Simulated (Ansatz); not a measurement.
Ansatz (an electronic-structure program) input (B3LYP/6-31G*):

Ansatz 0.2 input:
```yaml
crystal:
  periodic: [false, false, false]
  atoms:
    - {symbol: C, position_ang: [-0.52121597, 0.09785177, 0.02418323]}
    - {symbol: O, position_ang: [0.77519218, -0.14553262, -0.03596714]}
    - {symbol: H, position_ang: [-1.01292923, 0.00621803, 1.05553155]}
    - {symbol: H, position_ang: [-0.86240922, 1.14299440, -0.30004212]}
    - {symbol: H, position_ang: [-1.19890323, -0.57206207, -0.61285166]}
basis:
  gaussian:
    orbitals: 6-31G*
hamiltonian:
  xc: {name: B3LYP}
total_charge: -1
relax: {f_tol: 0.003, max_steps: 120}
```

Q: What final total energy does it give?

A: -115.07209 Eh.
